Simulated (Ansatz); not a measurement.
# One shape, several levels: HF (hydrogen fluoride)

We compute a comparison of 6 runs (HF/cc-pVDZ, UPBE0/cc-pVDZ, r2SCAN/cc-pVDZ, MP2/3-21G, CCSDT(Q)/cc-pVDZ, UCCSD(T)/3-21G) of HF (hydrogen fluoride). 

The results are computed with Ansatz 0.2.0.

57 further runs of the same task are left out: 1 that didn't finish, 56 set aside as unsound or not needed.

**1. The structure to begin with**

HF: 2 atoms, total charge 0, spin state singlet. SMILES: `F`. The H2–F1 distance was set to 1.380 Å, away from the relaxed value.

**2. The energy at HF/cc-pVDZ (run 1)**

The input, run.yaml:

```yaml
crystal:
  periodic: [false, false, false]
  atoms:
    - {symbol: F, position_ang: [-0.779965, 0.289187, -0.392782]}
    - {symbol: H, position_ang: [0.390000, -0.144600, 0.196400]}
basis:
  gaussian:
    orbitals: cc-pVDZ
total_charge: 0
hamiltonian:
  xc: hf
accuracy: high
```

Started as:

```console
ansatz run run.yaml --threads 1 --pin off --max-ram 2610MiB --events-out events.jsonl --progress --plain --runs-dir runs
```

Log:

```text
Warning: RAYON_NUM_THREADS=1 ignored (pool sized by the plan → 1); use --threads N
Functional definition: HF
  name "HF"
  exchange = exact_x
  correlation = 0
299 factors; integrals over basis functions are off by at most 3.3e-9 eV
mean field evaluation 1: about -2716.5415 eV, gradient 2.9e1 eV
mean field evaluation 2: about -2716.5415 eV, gradient 2.9e1 eV
mean field evaluation 4: about -2718.5539 eV, gradient 3.2e0 eV
mean field evaluation 8: about -2718.5966 eV, gradient 6.3e-5 eV
mean field -2718.59655674 eV, -99.9065807293 hartree, gradient 1.9e-8 eV, S^2 0.000000; 0 other end points of the search recorded, 0 dependent functions left out
reference -2718.59655674 eV, -99.9065807293 hartree; 5, 5 occupied and 14, 14 virtual orbitals, 299 factors
Total energy: -2718.59655674 eV, -99.9065807293 hartree
```

Run time: 0.06 s. Hardware: 1 thread of Arm Neoverse V2, shared host.

**3. The energy at UPBE0/cc-pVDZ (run 2)**

The input, run.yaml:

```yaml
basis:
  gaussian: {orbitals: cc-pVDZ}
crystal:
  periodic: [false, false, false]
  atoms:
    - symbol: F
      position_ang: [-0.779965, 0.289187, -0.392782]
    - symbol: H
      position_ang: [0.390000, -0.144600, 0.196400]
magnetization: {spin_polarized: true, initial_magnetization: 0}
hamiltonian: {xc: {name: PBE0}}
accuracy: high
```

Started as:

```console
ansatz run run.yaml --threads 1 --pin off --max-ram 2610MiB --events-out events.jsonl --progress --plain --runs-dir runs
```

Log:

```text
Warning: RAYON_NUM_THREADS=1 ignored (pool sized by the plan → 1); use --threads N
Functional definition: PBE0
  name "PBE0"
  parameter a = 0.25
  parameter kappa = 0.804
  parameter beta = 0.06672455060314922
  exchange = (1 - a)*pbe_x(kappa = kappa, mu = beta*pi^2/3) + a*exact_x
  correlation = pbe_c(beta = beta)
299 factors; integrals over basis functions are off by at most 3.3e-9 eV
mean field evaluation 1: about -2725.5997 eV, gradient 2.4e1 eV
mean field evaluation 2: about -2719.3156 eV, gradient 4.9e1 eV
mean field evaluation 4: about -2727.9518 eV, gradient 7.1e-1 eV
mean field evaluation 8: about -2727.9539 eV, gradient 6.2e-4 eV
mean field evaluation 16: about -2727.9539 eV, gradient 5.9e-10 eV
mean field -2727.95387044 eV, -100.2504556653 hartree, gradient 5.9e-10 eV, S^2 0.000000; 0 other end points of the search recorded, 0 dependent functions left out
reference -2727.95387151 eV, -100.2504557045 hartree; 5, 5 occupied and 14, 14 virtual orbitals, 299 factors
Total energy: -2727.95387151 eV, -100.2504557045 hartree
```

Run time: 0.44 s. Hardware: 1 thread of Arm Neoverse V2, shared host.

**4. The energy at r2SCAN/cc-pVDZ (run 3)**

The input, input.yaml:

```yaml
crystal:
  periodic: [false, false, false]
  atoms:
    - {symbol: F, position_ang: [-0.779965, 0.289187, -0.392782]}
    - {symbol: H, position_ang: [0.390000, -0.144600, 0.196400]}
basis:
  gaussian:
    orbitals: cc-pVDZ
hamiltonian:
  xc: {name: r2SCAN}
accuracy: high
```

Started as:

```console
ansatz run input.yaml --threads 1 --pin off --max-ram 2610MiB --events-out events.jsonl --progress --plain --runs-dir runs
```

Log:

```text
Warning: RAYON_NUM_THREADS=1 ignored (pool sized by the plan → 1); use --threads N
Functional definition: r2SCAN
  name "r2SCAN"
  parameter k0 = 0.174
  parameter k1 = 0.065
  parameter a1 = 4.9479
  exchange = r2scan_x(k0 = k0, k1 = k1, a1 = a1)
  correlation = r2scan_c
299 factors; integrals over basis functions are off by at most 3.3e-9 eV
mean field evaluation 1: about -2727.2555 eV, gradient 3.4e1 eV
mean field evaluation 2: about -2716.5150 eV, gradient 8.0e1 eV
mean field evaluation 4: about -2729.4659 eV, gradient 1.8e0 eV
mean field evaluation 8: about -2729.4748 eV, gradient 2.5e-2 eV
mean field evaluation 16: about -2729.4748 eV, gradient 1.7e-9 eV
mean field -2729.47482363 eV, -100.3063496638 hartree, gradient 2.7e-9 eV, S^2 0.000000; 0 other end points of the search recorded, 0 dependent functions left out
reference -2729.47482397 eV, -100.3063496763 hartree; 5, 5 occupied and 14, 14 virtual orbitals, 299 factors
Total energy: -2729.47482397 eV, -100.3063496763 hartree
```

It took 0.66 s on 1 thread of Arm Neoverse V2, shared host.

Runs 4 to 5 aren't shown in full; the table further down has their settings and results.

**5. The energy at UCCSD(T)/3-21G (run 6)**

The input, job.yaml:

```yaml
basis:
  gaussian:
    orbitals: 3-21G.json
crystal:
  periodic: [false, false, false]
  atoms:
    - {symbol: F, position_ang: [-0.779965, 0.289187, -0.392782]}
    - {symbol: H, position_ang: [0.390000, -0.144600, 0.196400]}
magnetization:
  spin_polarized: true
  initial_magnetization: 0
correlation:
  method: ccsd_t
  frozen_orbitals: {F: 1, H: 0}
accuracy: high
scf:
  omitted_lower_state_checks: [cluster_reference, increment]
```

The basis set 3-21G is read from a file made from the Basis Set Exchange's data (not shown).

Started as:

```console
ansatz run job.yaml --threads 1 --pin off --max-ram 2610MiB --events-out events.jsonl --progress --plain --runs-dir runs
```

Log:

```text
Warning: RAYON_NUM_THREADS=1 ignored (pool sized by the plan → 1); use --threads N
[... 13 lines left out ...]
1 core orbitals not correlated: weight in the atoms' cores, before any rotation towards them, 1.000 or more for the frozen orbitals, at most 0.000 for the correlated occupied ones
[... 22 lines left out ...]
Total energy: -2708.11883778 eV, -99.5215316595 hartree
Checks for a lower state left out: cluster_reference, increment
```

Wall time 0.22 s (1 thread of Arm Neoverse V2, shared host).

**6. The series**

```
run             level  frozen core orbitals  energy (Eh)  wall time
  1        HF/cc-pVDZ                     –   -99.906581     0.06 s
  2     UPBE0/cc-pVDZ                     –  -100.250456     0.44 s
  3    r2SCAN/cc-pVDZ                     –  -100.306350     0.66 s
  4         MP2/3-21G                     1   -99.509573     0.04 s
  5  CCSDT(Q)/cc-pVDZ                     1  -100.139273     0.56 s
  6    UCCSD(T)/3-21G                     1   -99.521532     0.22 s
```

**7. Summary of results**

| quantity | value |
| --- | --- |
| run 6: total energy | -99.52153 Eh |
| run 6: correlation energy (1 core orbital frozen) | -146.2 mEh |
| run 6: (T) correction | -1.65 mEh |
| run 6: ⟨S²⟩ of the reference determinant | 0.369 |
| run 6: T1 diagnostic | 0.087 |

In words: Totals of different functionals can't be ranked against each other. In runs 4, 5 the log says that unrestricted orbitals would lower the reference, so the values rest on an unstable closed-shell determinant (other closed-shell runs at this shape may share the fault). Spin contamination of the reference: run 6 ⟨S²⟩ = 0.37. All runs together took 2 s, the longest 0.66 s.
